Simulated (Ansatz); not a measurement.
I need a composite energy at a relaxed geometry of H₄SSi₂, SMILES [SiH2]1[SiH2]S1. Use Ansatz 0.2.0, Python API. Use (for the species named): B3LYP, def2-SVP basis, multiplicity 1, D3BJ dispersion.

```yaml
atoms:
  - { symbol: Si, position_ang: [-0.8686, -0.1715, -0.6569] }
  - { symbol: Si, position_ang: [0.7884, 0.4700, 0.6399] }
  - { symbol: S, position_ang: [0.4392, -1.5732, 0.0747] }
  - { symbol: H, position_ang: [-2.1864, -0.3569, -0.0812] }
  - { symbol: H, position_ang: [-0.7873, -0.0464, -2.1657] }
  - { symbol: H, position_ang: [0.5889, 0.6476, 2.1043] }
  - { symbol: H, position_ang: [2.0870, 0.9623, 0.0391] }
```

`h4ssi2.py`
```python
"""A composite energy for H4SSi2: DFT geometry, MP2 basis limit, coupled-cluster correction."""

import ansatz as az
from ase import Atoms
import numpy as np

atoms = Atoms(["Si", "Si", "S", "H", "H", "H", "H"], positions=[
    (-0.8686, -0.1715, -0.6569),
    (0.7884, 0.47, 0.6399),
    (0.4392, -1.5732, 0.0747),
    (-2.1864, -0.3569, -0.0812),
    (-0.7873, -0.0464, -2.1657),
    (0.5889, 0.6476, 2.1043),
    (2.087, 0.9623, 0.0391),
])
h4ssi2 = az.Crystal.molecule_from_ase(atoms)

calculation = (
    h4ssi2.calculation()
    .basis(gaussian="def2-SVP")
    .functional("b3lyp", dispersion="d3bj")
)
symbols = [site.symbol for site in h4ssi2.cartesian_sites]
start = np.array([site.position_ang for site in h4ssi2.cartesian_sites], dtype=float)
report = calculation.relax(force_tolerance=0.01, max_steps=100).run(threads=1).report
end = np.array(report["positions_ang"])
print("final positions (A) and the move of each atom")
for symbol, xyz, old in zip(symbols, end, start):
    print(f"{symbol:2s} {xyz[0]:10.5f} {xyz[1]:10.5f} {xyz[2]:10.5f}   {np.linalg.norm(xyz - old):7.4f}")

minimum = az.Crystal.molecule()
for symbol, place in zip(symbols, end):
    minimum = minimum.atom(symbol, place.tolist())
at_minimum = minimum.calculation()
# MP2 extrapolated to the basis limit, plus the small-basis difference CCSD(T) - MP2
level = lambda method, basis: at_minimum.basis(gaussian=basis).correlation(method).run(threads=1).report
small, large, cluster = level("mp2", "cc-pVDZ"), level("mp2", "cc-pVTZ"), level("ccsd_t", "cc-pVDZ")
corr = lambda each: (each["free_energy_ev"] - each["reference_energy_ev"]) / 27.211386246
mp2_limit = (27 * corr(large) - 8 * corr(small)) / 19
pieces = {"HF / cc-pVTZ": large["reference_energy_ev"] / 27.211386246, "MP2 correlation, DZ-TZ limit": mp2_limit, "CCSD(T) - MP2 / cc-pVDZ": corr(cluster) - corr(small)}
for name, value in pieces.items():
    print(f"{name:32s} {value:14.6f} Ha")
print(f"{'sum':32s} {sum(pieces.values()):14.6f} Ha")
print("T1 diagnostic", round(cluster["correlation"]["coupled_cluster"]["t1_diagnostic"], 4))
```

```console
$ python h4ssi2.py
final positions (A) and the move of each atom
Si   -0.88714   -0.20405   -0.67805    0.0430
Si    0.83829    0.40461    0.65019    0.0829
S     0.51427   -1.68046    0.10167    0.1337
H    -2.27824   -0.31379   -0.16630    0.1324
H    -0.85779   -0.01412   -2.15185    0.0788
H     0.65431    0.71963    2.09102    0.0982
H     2.07750    1.02010    0.10751    0.0901
HF / cc-pVTZ                        -977.788224 Ha
MP2 correlation, DZ-TZ limit          -0.451806 Ha
CCSD(T) - MP2 / cc-pVDZ               -0.059692 Ha
sum                                 -978.299722 Ha
T1 diagnostic 0.014
```

Reading the output:
- Total energies depend on the basis set; only differences at equal settings carry meaning.
- The sum leaves out core correlation, relativity, the Hartree-Fock basis error and zero-point energy; a DZ-TZ extrapolation is rough.
- b3lyp holds the VWN-RPA fit, as in Gaussian; the form of ORCA and Turbomole is b3lyp5.
- Inner cores stay frozen, so this is valence correlation.
- For Al to Cl the sets with a tight d function, cc-pV(X+d)Z, are usual.
- An extrapolation from small basis sets is rough.
- Finished in 20 s on 1 thread of Arm Neoverse V1 (shared host), peak memory 0.34 GiB.
